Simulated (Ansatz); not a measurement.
SiH3F (SMILES F[SiH3]): from total energies to a heat of formation

SiH3F: 5 atoms, total charge 0, spin state singlet. SMILES: `F[SiH3]`. The shape is that of a PBE0-D4/def2-TZVP optimisation.

Total energies at HSE06/def2-TZVPP (Ansatz 0.2.0); the atoms run unrestricted:

```tsv
species	state	energy (Eh)
SiH3F	singlet	-391.007720
F	doublet	-99.672113
Si	triplet	-289.242996
H	doublet	-0.500751
```

Harmonic wavenumbers at PBE0-D4/def2-TZVP, in cm⁻¹: 722, 722, 880, 956, 956, 987, 2250, 2258, 2258.

Measured heats of formation of the gaseous atoms at 298.15 K, in kJ/mol: F 79.4, Si 450.0, H 218.0. Spin-orbit lowering of the atoms at 298 K (mean of the ground term's levels less their thermal mean, from spectra), in kJ/mol: F 1.29, Si 0.44. Take 1 Eh = 2625.50 kJ/mol, 1 cm⁻¹ = 0.0119627 kJ/mol, RT = 2.479 kJ/mol.

Q: Work out the heat of formation of the gas at 298 K.

A: 
1. Electronic atomisation energy: (-99.672113) + (-289.242996) + 3 × (-0.500751) − (-391.007720) = 0.590358 Eh = 1550.0 kJ/mol.
2. Zero-point energy: half the sum of the wavenumbers, 5994.5 cm⁻¹ = 71.7 kJ/mol.
3. Thermal vibrational enthalpy, Σ hcν̃/(exp(hcν̃/kT) − 1): 1.0 kJ/mol. Translation, rotation and pV of a non-linear molecule: 4 RT = 9.9 kJ/mol.
4. The 5 free atoms carry 5/2 RT each: 31.0 kJ/mol.
5. Spin-orbit coupling lowers the free atoms by 1.29 + 0.44 = 1.7 kJ/mol.
6. Atomisation enthalpy at 298 K: 1550.0 − 1.7 − 71.7 − 1.0 − 9.9 + 31.0 = 1496.7 kJ/mol.
7. Sum of the atoms' heats of formation: 1183.4 kJ/mol. Heat of formation: 1183.4 − 1496.7 = -313.3 kJ/mol.

No measured value is set beside it here. Anharmonicity and any spin-orbit splitting of the molecule are left out.
